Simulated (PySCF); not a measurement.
Planning a shielding job on dimethyl sulfoxide (`CS(C)=O`).

Method: GIAO PBE0/pcSseg-1 NMR shielding, non-relativistic, gas phase (PySCF 2.14.0, density-fitted response routines). Geometry: GFN2-xTB, MD frame at 250 fs, 300 K. Work: shieldings, density fitting. The input is one job of a driver script: a line of settings, then coordinates in Å.

Command:
```bash
OMP_NUM_THREADS=1 python probes_run.py task.json out
```

Input:
```
{"job": {"kind": "nmr", "xc": "PBE0", "basis": "pcSseg-1", "pop": false}, "charge": 0, "multiplicity": 1}
C     -1.556800     0.026900    -0.207400
S     -0.140700    -1.070700     0.231000
C      1.085400     0.312800     0.058900
O     -0.239300    -1.375100     1.657400
H     -2.553700    -0.452200    -0.082200
H     -1.505100     0.233100    -1.279800
H     -1.539700     0.908400     0.422100
H      2.149000     0.023800    -0.024000
H      0.877400     0.937100    -0.854300
H      0.910500     0.835300     0.978800
```

Hardware: one thread, Arm Neoverse V2, on a shared host.

The basis has 105 functions.

Question: Which is nearest to the wall time?
A. under 0.1 s
B. 0.6 s
C. 4.8 s

Answer: C. The run took 4.8 s. The SCF took 13 cycles.

The SCF part of the output:
```
coarse grid: 8608 points
cycle   1  E = -552.6417772572  dE =  5.305e-01  |g| = 8.639e-01  |ddm| = 2.834e+00
cycle   2  E = -551.9419134611  dE =  6.999e-01  |g| = 2.016e+00  |ddm| = 3.742e+00
cycle   3  E = -552.7765381049  dE = -8.346e-01  |g| = 2.075e-01  |ddm| = 3.201e+00
cycle   4  E = -552.7850415338  dE = -8.503e-03  |g| = 1.024e-01  |ddm| = 2.790e-01
cycle   5  E = -552.7875930018  dE = -2.551e-03  |g| = 1.168e-02  |ddm| = 9.895e-02
cycle   6  E = -552.7876265378  dE = -3.354e-05  |g| = 2.890e-03  |ddm| = 1.617e-02
cycle   7  E = -552.7876284892  dE = -1.951e-06  |g| = 6.939e-04  |ddm| = 5.200e-03
final grid: 77608 points
cycle   8  E = -552.8242494475  dE = -1.025e-05  |g| = 9.992e-03  |ddm| = 1.954e-02
cycle   9  E = -552.8242072401  dE =  4.221e-05  |g| = 1.721e-02  |ddm| = 2.512e-02
cycle  10  E = -552.8242704588  dE = -6.322e-05  |g| = 2.457e-03  |ddm| = 1.817e-02
cycle  11  E = -552.8242716008  dE = -1.142e-06  |g| = 2.070e-04  |ddm| = 1.975e-03
cycle  12  E = -552.8242716132  dE = -1.237e-08  |g| = 4.343e-05  |ddm| = 3.486e-04
cycle  13  E = -552.8242716136  dE = -4.650e-10  |g| = 9.060e-06  |ddm| = 6.002e-05
converged SCF energy = -552.8242716136
```

On the final grid dE counts from the start density on that grid.

The host was shared with other jobs, so the times are rough.
